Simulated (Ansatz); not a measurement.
Process, species as SMILES: OO (H2O2) → 2 [OH] (OH)
B3LYP-D3(BJ)/def2-TZVP geometries, fixed; electronic energies without zero-point terms.

The bond dissociation energy at CCSD(T) with Ansatz (a quantum-chemistry and plane-wave program), in kcal/mol, split into its Hartree-Fock and correlation parts. Cores are frozen. Open shells are unrestricted. No added dispersion term, no relativity. Functions are those of the species that has most.

```json
[
 {"basis": "cc-pVDZ", "X": "2", "functions": "38", "Hartree-Fock": "-2.10", "CCSD(T)": "47.11"},
 {"basis": "cc-pVTZ", "X": "3", "functions": "88", "Hartree-Fock": "-1.38", "CCSD(T)": "52.15"},
 {"basis": "cc-pVQZ", "X": "4", "functions": "170", "Hartree-Fock": "-1.97", "CCSD(T)": "53.30"}
]
```

Worked estimate of the basis-set limit from each neighbouring pair, with Hartree-Fock from the larger set and the correlation part extrapolated as X^-3.
Correlation parts: X = 2: 49.21, X = 3: 53.53, X = 4: 55.27.
- (2,3): (27·(53.53) - 8·(49.21))/19 = 55.35; with Hartree-Fock -1.38 the estimate is 53.97 kcal/mol.
- (3,4): (64·(55.27) - 27·(53.53))/37 = 56.54; with Hartree-Fock -1.97 the estimate is 54.57 kcal/mol.
The last two estimates differ by 0.60 kcal/mol; the largest set lies 1.27 from the last. Over the last step Hartree-Fock moves by -0.59 and the correlation part by 1.74.
